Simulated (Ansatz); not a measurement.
Total energies of Al₂H₅N (`[AlH2][NH][AlH2]`).

```xyz
8

Al    0.083   -0.036    1.620
N     0.567   -0.196   -0.091
Al   -0.371    0.135   -1.574
H    -1.383    0.473    1.925
H     1.131   -0.404    2.751
H     1.515   -0.523   -0.243
H     0.316   -0.095   -2.984
H    -1.859    0.646   -1.404
```

Total charge 0; spin multiplicity 1. Geometry: relaxed with PBE0-D4/def2-TZVP. Basis def2-TZVPP, the Gaussian-basis code of Ansatz.

RPA on PBE orbitals: Hartree–Fock energy of these orbitals -541.24709 Eh, correlation -0.69288 Eh (frozen core).

```csv
functional,energy without D4 (Eh),D4 term (kJ/mol)
PBE,-542.33973,-13.3
revPBE,-542.56735,-36.5
r2SCAN,-542.60801,-3.1
B97M-V,-542.58490,–
PBE0,-542.39417,-11.3
r2SCAN0,-542.59170,-3.7
HSE06 (plane-wave form),-542.37851,-10.6
CAM-B3LYP,-542.68524,-11.6
LC-ωPBE,-542.49626,–
PBE-QIDH,-542.21371,–
```

(1) Give the same for LDA (SPW92), BLYP, B3LYP, r2SCANh, BHLYP, ωB97X-V, ωB97M-V, B2PLYP. (Estimate.)

B3LYP takes the VWN-RPA correlation (the form of Gaussian; ORCA's B3LYP/G). HSE06 is the plane-wave form, built on full-range PBE exchange. The double hybrids freeze the cores in their second-order part.

## Answers

(1) Computed: 
| functional | energy without D4 (Eh) | D4 term (kJ/mol) |
| --- | --- | --- |
| LDA (SPW92) | -540.09200 | – |
| BLYP | -542.68102 | -28.8 |
| B3LYP | -542.75309 | -21.6 |
| r2SCANh | -542.60122 | -3.3 |
| BHLYP | -542.67093 | -18.2 |
| ωB97X-V | -542.60011 | – |
| ωB97M-V | -542.63188 | – |
| B2PLYP | -542.41948 | – |

LC-ωPBE has ω = 0.4 bohr⁻¹.
